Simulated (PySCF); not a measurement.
CH₃, doublet: computed properties

Computed with UPBE/[C def2-TZVP, H def2-TZVP], no relativity, density fitting, PySCF.

The structure is a minimum.

```xyz
4
charge 0 multiplicity 2, angstrom
C     0.0000    0.0000    0.0000
H     1.0869    0.0000    0.0000
H    -0.5435    0.9413    0.0000
H    -0.5435   -0.9413    0.0000
```

```json
{"Point group": "D3h", "Bond lengths": "C–H 1.087 Å (×3)", "Bond angles": "H–C–H 120.0° (×3)", "Dipole moment": "0.00 D", "Atomisation energy without zero-point energy": "1295 kJ/mol", "Principal quadrupole moments (Buckingham, traceless) about the centre of mass": "-1.89, 0.94, 0.94 D Å", "Enthalpy at 298.15 K above 0 K": "10.50 kJ/mol", "Heat capacity Cp at 298.15 K": "39.2 J/(mol K)", "Rotational constants": "9.439, 9.439, 4.719 cm⁻¹", "Spin squared ⟨S²⟩": "0.754", "Highest occupied level (α)": "-5.38 eV", "Lowest empty level (β)": "-2.84 eV", "Principal polarisabilities": "11.8, 14.6, 14.6 bohr³", "Zero-point energy": "76.4 kJ/mol", "Rotational symmetry number": "6", "Entropy at 298.15 K and 1 bar (electronic part: spin only)": "194.8 J/(mol K)"}
```

Harmonic modes (masses in u: C 12.000, H 1.008):
```json
{"symmetry": "a2''", "ω (cm⁻¹)": "530", "IR (km/mol, summed over degenerate members)": "82.4", "μ (u)": "1.24"}
{"symmetry": "e'", "ω (cm⁻¹)": "1358", "IR (km/mol, summed over degenerate members)": "7.1", "μ (u)": "1.10"}
{"symmetry": "a1'", "ω (cm⁻¹)": "3054", "IR (km/mol, summed over degenerate members)": "0.0", "μ (u)": "1.01"}
{"symmetry": "e'", "ω (cm⁻¹)": "3233", "IR (km/mol, summed over degenerate members)": "7.8", "μ (u)": "1.12"}
```

In D3h the vibrations span a2'' + 2e' + a1'. The a1' mode carries no infrared intensity, as symmetry demands.

Charges (e):
```csv
atom,Mulliken,Löwdin,polar tensor,spin (Mulliken),Mayer order to C1
C1,-0.41,-0.28,-0.15,1.11,–
"H2,3,4",0.14,0.09,0.05,-0.04,0.97
```

Mulliken populations on C1: s 3.34, p 3.06, d 0.01, f 0.00.

Outer orbital energies (eV). α occupied: -16.83, -10.19, -10.19, -5.38; empty: 1.08, 2.77, 2.77, 4.99. β occupied: -15.88, -9.92, -9.92; empty: -2.84, 1.39, 2.89, 2.89.

This need not be the most stable arrangement of these atoms.

The final relaxation and frequency run took 14 s on 2 threads of a shared Intel Xeon Platinum 8488C (Sapphire Rapids) host, with 49 basis functions and 6 gradients; the process peaked at 0.66 GiB.
